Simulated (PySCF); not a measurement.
Molecule: SMILES OF, FHO.

Numbering as in the mapped SMILES `[OH:1][F:2]`. Each H is labelled by its parent atom.

Geometry PBE0-D3(BJ)/def2-SVP throughout; GIAO in PySCF 2.14, gas phase, one conformer, non-relativistic; equivalent atoms averaged; basis pcSseg-2.

Q: How do the absolute shieldings σ depend on the functional? (ppm; last column core-seconds on shared hosts with different chips, so compare them loosely; the GGAs took longer than the global hybrids here, which isn't the general rule, and the cause wasn't traced)

A: 
```csv
functional,kind,O1,F2,H(O1),core-s
HF,Hartree–Fock,-78.0,306.9,20.53,0.4
LDA,LDA,-91.9,201.4,19.89,1.2
PBE,GGA,-82.2,190.6,20.70,1.5
BLYP,GGA,-92.5,185.1,20.75,1.9
BP86,GGA,-81.2,191.2,20.81,1.7
OPBE,GGA,-66.2,191.9,20.93,1.8
KT2,GGA,-57.4,197.3,21.24,1.8
KT3,GGA,-62.6,190.1,21.26,1.8
B97-D,GGA,-81.3,189.3,20.85,1.7
B3LYP,global hybrid,-88.8,211.2,20.69,1.4
PBE0,global hybrid,-77.0,220.9,20.72,1.3
mPW1PW91,global hybrid,-78.9,218.8,20.77,1.3
WP04,global hybrid,-121.1,178.9,20.43,0.9
B97-2,global hybrid,-75.6,214.8,20.86,0.9
BHandHLYP,global hybrid,-84.8,248.7,20.58,0.9
CAM-B3LYP,range-separated hybrid,-84.8,226.2,20.44,1.1
wB97X-D,range-separated hybrid,-77.6,219.6,20.77,1.2
LC-wPBE,range-separated hybrid,-70.3,229.3,20.53,1.5
```

Q: Which nucleus moves most, in ppm?

A: F2 (fluorine bonded to O): from 178.9 ppm with WP04 to 306.9 ppm with HF. The smallest spread is 1.37 ppm, at H(O1).
